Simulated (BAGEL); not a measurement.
# SOF2 (thionyl fluoride): a chain of runs

Wanted: the energy (HF/def2-SVP), then the energy (CASSCF(2,2)/def2-SVP) of SOF2 (thionyl fluoride). 

The calculation is run with BAGEL 1.2.2.

2 further runs of the same task are left out: 1 that didn't finish, 1 set aside as unsound or not needed.

## (1) The molecule

SOF2: 4 atoms, total charge 0, spin state singlet. SMILES: `O=S(F)F`. One bond was lengthened or shortened from a relaxed shape.

Bond lengths: O1–S2 1.845 Å, S2–F3 1.588 Å, S2–F4 1.588 Å. Angles: O1–S2–F3 106.5°, O1–S2–F4 106.4°, F3–S2–F4 93.0°.

## (2) The energy at HF/def2-SVP (density fitting with svp-jkfit) (run 1)

Contents of calc.json:

```json
{ "bagel": [

{
  "title": "molecule",
  "basis": "svp",
  "df_basis": "svp-jkfit",
  "angstrom": true,
  "geometry": [
    { "atom": "O", "xyz": [    1.257491,    0.214432,   -1.249417 ] },
    { "atom": "S", "xyz": [   -0.151300,   -0.426200,   -0.245700 ] },
    { "atom": "F", "xyz": [   -1.124400,    0.804200,    0.000400 ] },
    { "atom": "F", "xyz": [    0.343300,   -0.444600,    1.263100 ] }
  ]
},
{
  "title": "hf"
},
{
  "title": "print",
  "file": "orbitals.molden",
  "orbitals": true
}

]}
```

The run is started by

```console
$ BAGEL_NUM_THREADS=1 BAGEL calc.json > calc.out
```

Standard output:

```text
* using 1 threads per process

  ===============================================================
  ===============================================================

  *** Geometry ***

  { "atom" : "O", "xyz" : [      2.376314,      0.405218,     -2.361056 ] },
  { "atom" : "S", "xyz" : [     -0.285916,     -0.805401,     -0.464306 ] },
  { "atom" : "F", "xyz" : [     -2.124808,      1.519718,      0.000756 ] },
  { "atom" : "F", "xyz" : [      0.648743,     -0.840172,      2.386913 ] },

  Number of auxiliary basis functions:      359

  Since a DF basis is specified, we compute 2- and 3-index integrals:
    o Being stored without compression. Storage requirement is 0.010 GB

  Number of basis functions:       60
  Number of electrons      :       42

    * METHOD: MOLECULE                             0.11

  *** RHF ***

  === Nuclear Repulsion ===
   178.9751886118

      * DIIS with orbital gradients will be used.

  === RHF iteration (svp) ===
      0       -670.21213944          0.03924309           0.05
      1       -669.61395990          0.06033544           0.05
      2       -670.67829989          0.00905449           0.04
      3       -670.70782745          0.00317205           0.05
      4       -670.71663654          0.00138580           0.04
      5       -670.72003107          0.00056185           0.04
      6       -670.72060119          0.00020306           0.03
      7       -670.72066391          0.00005481           0.03
      8       -670.72066659          0.00002685           0.04
      9       -670.72066701          0.00001238           0.05
     10       -670.72066723          0.00000473           0.04
     11       -670.72066727          0.00000287           0.04
     12       -670.72066728          0.00000178           0.04
     13       -670.72066729          0.00000096           0.05
     14       -670.72066729          0.00000033           0.04
     15       -670.72066729          0.00000015           0.04
     16       -670.72066729          0.00000007           0.04
     17       -670.72066729          0.00000004           0.04
     18       -670.72066729          0.00000001           0.04
     19       -670.72066729          0.00000001           0.04
    * SCF iteration converged.

    * Permanent dipole moment:
           (    0.949881,     0.839226,    -0.273850) a.u.

    * METHOD: HF                                   0.96

    * METHOD: PRINT                                0.01

  ===============================================================
```

Run time: 1.4 s. Hardware: 1 thread of Intel Xeon Platinum 8488C (Sapphire Rapids), shared host; peak memory 0.23 GiB.

## (3) A single-point energy at CASSCF(2,2)/def2-SVP (density fitting with svp-jkfit, 2 states averaged) (run 2)

Contents of job.json:

```json
{ "bagel" : [

{
  "title" : "molecule",
  "basis" : "svp",
  "df_basis" : "svp-jkfit",
  "angstrom" : true,
  "geometry" : [
    { "atom" : "O", "xyz" : [    1.257491,    0.214432,   -1.249417 ] },
    { "atom" : "S", "xyz" : [   -0.151300,   -0.426200,   -0.245700 ] },
    { "atom" : "F", "xyz" : [   -1.124400,    0.804200,    0.000400 ] },
    { "atom" : "F", "xyz" : [    0.343300,   -0.444600,    1.263100 ] }
  ]
},
{ "title" : "hf" },
{ "title" : "casscf", "nstate" : 2, "nact" : 2, "nclosed" : 20, "active" : [11, 23], "maxiter" : 200, "natocc" : true },
{ "title" : "print", "file" : "orbitals.molden", "orbitals" : true }

]}
```

The run is started by

```console
$ BAGEL_NUM_THREADS=1 BAGEL job.json > job.out
```

Standard output:

```text
* using 1 threads per process

  ===============================================================
  ===============================================================

  *** Geometry ***

  { "atom" : "O", "xyz" : [      2.376314,      0.405218,     -2.361056 ] },
  { "atom" : "S", "xyz" : [     -0.285916,     -0.805401,     -0.464306 ] },
  { "atom" : "F", "xyz" : [     -2.124808,      1.519718,      0.000756 ] },
  { "atom" : "F", "xyz" : [      0.648743,     -0.840172,      2.386913 ] },

  Number of auxiliary basis functions:      359

  Since a DF basis is specified, we compute 2- and 3-index integrals:
    o Being stored without compression. Storage requirement is 0.010 GB

  Number of basis functions:       60
  Number of electrons      :       42

    * METHOD: MOLECULE                             0.15

  *** RHF ***

  === Nuclear Repulsion ===
   178.9751886118

      * DIIS with orbital gradients will be used.

  === RHF iteration (svp) ===
      0       -670.21213944          0.03924309           0.05
      1       -669.61395990          0.06033544           0.05
      2       -670.67829989          0.00905449           0.04
[... 16 lines of this table left out ...]
     19       -670.72066729          0.00000001           0.03
    * SCF iteration converged.

    * Permanent dipole moment:
           (    0.949881,     0.839226,    -0.273850) a.u.

    * METHOD: HF                                   0.99

  ---------------------------
      CASSCF calculation
  ---------------------------

    ==== Active orbitals : =====
         Orbital 11
         Orbital 23
    ============================

    * nstate   :      2
    * nclosed  :     20
    * nact     :      2
    * nvirt    :     38
  === CASSCF iteration (svp) ===

    * Using the second-order algorithm

      0  0      -670.72169974     1.40e-02      0.01
      0  1      -669.68316193     0.00e+00      0.01

[... 25 lines of this table left out ...]
      9  1      -670.59367700     0.00e+00      0.26

    * Second-order optimization converged. *

     guess   0:   closed 1.                   open ..
     guess   1:   closed ..                   open 11

  === FCI iteration ===

      0  0      -670.71547739     1.30e-02      0.00
      0  1      -670.59367672     1.33e-04      0.00

      1  0 *    -670.71724707     3.34e-16      0.00
      1  1 *    -670.59367700     4.71e-16      0.00

     * ci vector, state   0, <S^2> = 0.0000
       2.     0.9975646973
       .2    -0.0681277254

     * ci vector, state   1, <S^2> = 0.0000
       ab    -0.7070278326
       ba    -0.7070278326

    * METHOD: CASSCF                               2.94

    * METHOD: PRINT                                0.01

  ===============================================================
```

It took 4.5 s on 1 thread of Intel Xeon Platinum 8488C (Sapphire Rapids), shared host; peak memory 0.23 GiB.

## (4) Results

```
                                                                      quantity          value
                                              run 1, HF/def2-SVP: total energy  -670.72067 Eh
                                             run 1, HF/def2-SVP: dipole moment         3.30 D
                                               run 1, HF/def2-SVP: HOMO energy      -13.02 eV
                                               run 1, HF/def2-SVP: LUMO energy        1.63 eV
                                             run 1, HF/def2-SVP: HOMO–LUMO gap       14.65 eV
                  run 2, CASSCF(2,2)/def2-SVP: energy of the lowest of 2 roots  -670.71725 Eh
run 2, CASSCF(2,2)/def2-SVP: lowest excitation energy within this active space        3.36 eV
```

**Reading.** The orbitals (run 2, CASSCF(2,2)/def2-SVP) are averaged over several states, so each root lies above its own optimum (it can stand above Hartree-Fock), and forces and dipoles share that bias.
